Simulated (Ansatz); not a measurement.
# ClFO2S: the cost of one run

Computed with Ansatz 0.2.0 (the levels named in each step, unless a step's input says otherwise).

### Step 1. The system as given

Bond lengths: O1–S2 1.409 Å, S2–O3 1.410 Å, S2–F4 1.625 Å, S2–Cl5 2.019 Å. Angles: O1–S2–O3 122.9°, O1–S2–F4 106.9°, O1–S2–Cl5 109.9°, O3–S2–F4 106.9°, O3–S2–Cl5 109.9°, F4–S2–Cl5 97.1°.

Coordinates:

```xyz
5

O    -0.7864   -0.9902   -1.0714
S    -0.4159   -0.1963    0.0325
O    -0.8432   -0.4663    1.3485
F    -0.8687    1.3272   -0.3084
Cl    1.5771    0.1236    0.0110
```

### Step 2. A rough first relaxation, PBE-D4/def2-SVP

This run stands in another session on the same molecule. It ended at:

```xyz
5

O    -0.7944   -1.0075   -1.1189
S    -0.4356   -0.1950    0.0320
O    -0.8541   -0.4621    1.3983
F    -0.8702    1.3303   -0.3088
Cl    1.6171    0.1323    0.0097
```

### Step 3. Relaxation, r2SCAN-D4/def2-TZVPP

Input file input.yaml:

```yaml
crystal:
  periodic: [false, false, false]
  atoms:
    - { symbol: O, position_ang: [-0.79437612, -1.00749808, -1.11891672] }
    - { symbol: S, position_ang: [-0.43560904, -0.19502383, 0.03196454] }
    - { symbol: O, position_ang: [-0.85409535, -0.46211129, 1.39830628] }
    - { symbol: F, position_ang: [-0.87016237, 1.33031831, -0.30880258] }
    - { symbol: Cl, position_ang: [1.61713288, 0.13234489, 0.00968848] }
basis:
  gaussian: { orbitals: def2-TZVPP }
hamiltonian:
  xc: r2scan
  dispersion: d4
relax:
  f_tol: 0.002
  max_steps: 150
```

Command:

```bash
$ ansatz run input.yaml --threads 4 --pin off --max-ram 10240MiB --backend cpu --events-out ev --progress --plain --runs-dir out
```

**Question.** How long does this run take on 4 threads of Arm Neoverse V1, shared host, and how much memory does it need?

About 26 s, with a peak of 0.25 GiB.
